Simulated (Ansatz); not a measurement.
# [BH4]− (SMILES [H][B-]([H])([H])[H]) at 6 levels

Aim: a comparison of 6 runs (UHF/6-31G, UB3LYP/3-21G, MP2/3-21G, CCSDT/3-21G, CCSDTQ/6-31G, CCSD/6-31G) of [BH4]−. 

The calculation is run with Ansatz 0.2.0.

### Step 1. Starting point

[BH4]− has 5 atoms, charge -1, and is taken as a singlet. As SMILES, `[H][B-]([H])([H])[H]`. The H3–B1 distance was set to 3.073 Å, away from the relaxed value. At this shape a bond of the SMILES string is far longer than usual.

Bond lengths: B1–H2 1.229 Å, B1–H4 1.229 Å, B1–H5 1.229 Å. Angles: H2–B1–H4 109.5°, H2–B1–H5 109.5°, H4–B1–H5 109.5°.

### Step 2. The energy at UHF/6-31G (run 1)

The input, run.yaml:

```yaml
basis:
  gaussian:
    orbitals: 6-31G
crystal:
  periodic: [false, false, false]
  atoms:
    - {symbol: B, position_ang: [-1.732014, -0.018235, 0.631104]}
    - {symbol: H, position_ang: [-1.720134, -0.038625, 1.860274]}
    - {symbol: H, position_ang: [1.154650, 0.011840, -0.420810]}
    - {symbol: H, position_ang: [-2.319614, 0.989765, 0.243594]}
    - {symbol: H, position_ang: [-2.310944, -1.016925, 0.210464]}
total_charge: -1
magnetization:
  spin_polarized: true
hamiltonian:
  xc: hf
accuracy: high
```

Run with:

```sh
$ ansatz run run.yaml --threads 1 --pin off --max-ram 2610MiB --events-out events.jsonl --progress --plain --runs-dir runs
```

The log of the run:

```text
Warning: RAYON_NUM_THREADS=1 ignored (pool sized by the plan → 1); use --threads N
Functional definition: HF
  name "HF"
  exchange = exact_x
  correlation = 0
409 factors; integrals over basis functions are off by at most 2.5e-9 eV
mean field evaluation 1: about -727.8651 eV, gradient 1.3e1 eV
mean field evaluation 2: about -727.8618 eV, gradient 1.3e1 eV
mean field evaluation 4: about -729.6809 eV, gradient 8.3e-1 eV
mean field evaluation 8: about -729.6895 eV, gradient 1.1e-5 eV
mean field evaluation 16: about -729.9547 eV, gradient 2.1e0 eV
mean field evaluation 32: about -730.0463 eV, gradient 2.5e-2 eV
mean field -730.04257214 eV, -26.8285696854 hartree, gradient 1.4e-8 eV, S^2 0.744649; 2 other end points of the search recorded, 0 dependent functions left out
reference -730.04257214 eV, -26.8285696854 hartree; 5, 5 occupied and 12, 12 virtual orbitals, 409 factors
Total energy: -730.04257214 eV, -26.8285696854 hartree
```

Wall time 0.12 s (1 thread of Arm Neoverse V2, shared host).

### Step 3. A single-point energy at UB3LYP/3-21G (run 2)

The input, molecule.yaml:

```yaml
crystal:
  periodic: [false, false, false]
  atoms:
    - {symbol: B, position_ang: [-1.732014, -0.018235, 0.631104]}
    - {symbol: H, position_ang: [-1.720134, -0.038625, 1.860274]}
    - {symbol: H, position_ang: [1.154650, 0.011840, -0.420810]}
    - {symbol: H, position_ang: [-2.319614, 0.989765, 0.243594]}
    - {symbol: H, position_ang: [-2.310944, -1.016925, 0.210464]}
basis:
  gaussian:
    orbitals: 3-21G.json
total_charge: -1
magnetization:
  spin_polarized: true
hamiltonian:
  xc: {name: B3LYP}
accuracy: high
```

The basis set 3-21G is read from a file made from the Basis Set Exchange's data (not shown).

Run with:

```sh
$ ansatz run molecule.yaml --threads 1 --pin off --max-ram 2610MiB --events-out events.jsonl --progress --plain --runs-dir runs
```

The log of the run:

```text
Warning: RAYON_NUM_THREADS=1 ignored (pool sized by the plan → 1); use --threads N
Functional definition: B3LYP
  name "B3LYP"
  parameter a0 = 0.2
  parameter ax = 0.72
  parameter ac = 0.81
  exchange = (1 - a0 - ax)*slater_x + ax*b88_x + a0*exact_x
  correlation = (1 - ac)*vwn_rpa_c + ac*lyp_c
333 factors; integrals over basis functions are off by at most 4.7e-9 eV
mean field evaluation 1: about -731.7914 eV, gradient 1.0e1 eV
mean field evaluation 2: about -717.0616 eV, gradient 3.0e1 eV
mean field evaluation 4: about -733.7707 eV, gradient 1.3e0 eV
mean field evaluation 8: about -733.7545 eV, gradient 1.1e-1 eV
mean field evaluation 16: about -733.7546 eV, gradient 9.8e-8 eV
mean field evaluation 32: about -733.8484 eV, gradient 1.8e-8 eV
mean field -733.84835438 eV, -26.9684296034 hartree, gradient 1.8e-8 eV, S^2 0.339627; 1 other end points of the search recorded, 0 dependent functions left out
reference -733.84838485 eV, -26.9684307230 hartree; 5, 5 occupied and 12, 12 virtual orbitals, 333 factors
Total energy: -733.84838485 eV, -26.9684307230 hartree
```

It took 1.7 s on 1 thread of Arm Neoverse V2, shared host; peak memory 0.12 GiB.

Runs 3 to 5 aren't shown in full; the table further down has their settings and results.

### Step 4. The energy at CCSD/6-31G (run 6)

Edit run.yaml of step 2 so:

```diff
@@ -1,4 +1 @@
-basis:
-  gaussian:
-    orbitals: 6-31G
 crystal:
@@ -11,7 +8,11 @@
     - {symbol: H, position_ang: [-2.310944, -1.016925, 0.210464]}
+basis:
+  gaussian:
+    orbitals: 6-31G
+correlation:
+  method: ccsd
+  frozen_orbitals: {B: 1, H: 0}
+accuracy: high
+scf:
+  omitted_lower_state_checks: [cluster_reference, increment]
 total_charge: -1
-magnetization:
-  spin_polarized: true
-hamiltonian:
-  xc: hf
-accuracy: high
```

Run with:

```sh
$ ansatz run run.yaml --threads 1 --pin off --max-ram 2610MiB --events-out events.jsonl --progress --plain --runs-dir runs
```

The log of the run:

```text
Warning: RAYON_NUM_THREADS=1 ignored (pool sized by the plan → 1); use --threads N
[... 4 set-up lines as earlier in the session ...]
these checks for a lower state are left out or cut short: cluster_reference, increment
409 factors; integrals over basis functions are off by at most 2.5e-9 eV
mean field evaluation 1: about -727.8651 eV, gradient 1.8e1 eV
mean field evaluation 2: about -727.8618 eV, gradient 1.8e1 eV
mean field evaluation 4: about -729.6809 eV, gradient 1.2e0 eV
mean field evaluation 8: about -729.6895 eV, gradient 6.4e-4 eV
mean field -729.68951224 eV, -26.8155949733 hartree, gradient 1.8e-8 eV, S^2 0.000000; 0 other end points of the search recorded, 0 dependent functions left out; unrestricted orbitals would lower it
1 core orbitals not correlated: weight in the atoms' cores, before any rotation towards them, 1.000 or more for the frozen orbitals, at most 0.000 for the correlated occupied ones
reference -729.68951224 eV, -26.8155949733 hartree; 4, 4 occupied and 12, 12 virtual orbitals, 409 factors
second order -2.06575554 eV of doubles, -0.00000000 eV of singles
cycle   1  -2.47276419 eV  change   -4.1e-1 eV  update   1.1e-1
cycle   2  -2.71769583 eV  change   -2.4e-1 eV  update   6.5e-2
cycle   3  -2.95034154 eV  change   -2.3e-1 eV  update   5.6e-2
cycle   4  -2.95422476 eV  change   -3.9e-3 eV  update   2.2e-2
cycle   5  -2.95749342 eV  change   -3.3e-3 eV  update   4.3e-3
cycle   6  -2.95573694 eV  change    1.8e-3 eV  update   9.7e-4
cycle   7  -2.95577116 eV  change   -3.4e-5 eV  update   2.9e-4
cycle   8  -2.95593444 eV  change   -1.6e-4 eV  update   8.5e-5
cycle   9  -2.95592058 eV  change    1.4e-5 eV  update   2.9e-5
cycle  10  -2.95590242 eV  change    1.8e-5 eV  update   7.8e-6
cycle  11  -2.95590167 eV  change    7.5e-7 eV  update   3.5e-6
cycle  12  -2.95589982 eV  change    1.8e-6 eV  update   1.1e-6
cycle  13  -2.95589964 eV  change    1.8e-7 eV  update   2.2e-7
cycle  14  -2.95589978 eV  change   -1.4e-7 eV  update   8.5e-8
cycle  15  -2.95589976 eV  change    2.5e-8 eV  update   2.8e-8
cycle  16  -2.95589933 eV  change    4.3e-7 eV  update   1.8e-7
cycle  17  -2.95589906 eV  change    2.7e-7 eV  update   1.1e-7
cycle  18  -2.95589902 eV  change    3.7e-8 eV  update   1.4e-8
cycle  19  -2.95589901 eV  change    9.4e-9 eV  update   3.8e-9
cycle  20  -2.95589901 eV  change    1.3e-9 eV  update   1.2e-9
cycle  21  -2.95589901 eV  change  -3.7e-10 eV  update  4.7e-10
Total energy: -732.64541125 eV, -26.9242222585 hartree
Checks for a lower state left out: cluster_reference, increment
```

Run time: 0.14 s. Hardware: 1 thread of Arm Neoverse V2, shared host.

### Step 5. The series

```csv
run,level,frozen core orbitals,energy (Eh),wall time
1,UHF/6-31G,–,-26.828570,0.12 s
2,UB3LYP/3-21G,–,-26.968431,1.7 s
3,MP2/3-21G,1,-26.744140,0.08 s
4,CCSDT/3-21G,1,-26.786033,0.28 s
5,CCSDTQ/6-31G,1,-26.929193,5.4 s
6,CCSD/6-31G,1,-26.924222,0.14 s
```

### Step 6. Outcome

```
                                         quantity         value
                              run 6: total energy  -26.92422 Eh
run 6: correlation energy (1 core orbital frozen)    -108.6 mEh
                             run 6: T1 diagnostic         0.081
```

Below the UHF energy at the same shape and in the same basis (6-31G): CCSDTQ -100.6 mEh; CCSD -95.7 mEh. Some of these start from another determinant than that one, so these aren't their correlation energies. In run 6 the T1 diagnostic is large, so a single reference may not serve. In runs 3, 4, 5, 6 the log says that unrestricted orbitals would lower the reference, so the values rest on an unstable closed-shell determinant (other closed-shell runs at this shape may share the fault). Spin contamination of the reference: run 1 ⟨S²⟩ = 0.74, run 2 ⟨S²⟩ = 0.34. Where it is this large, the reference is a mixture of spin states, and values that rest on it are in doubt. All runs together took 7.8 s, the longest 5.4 s.
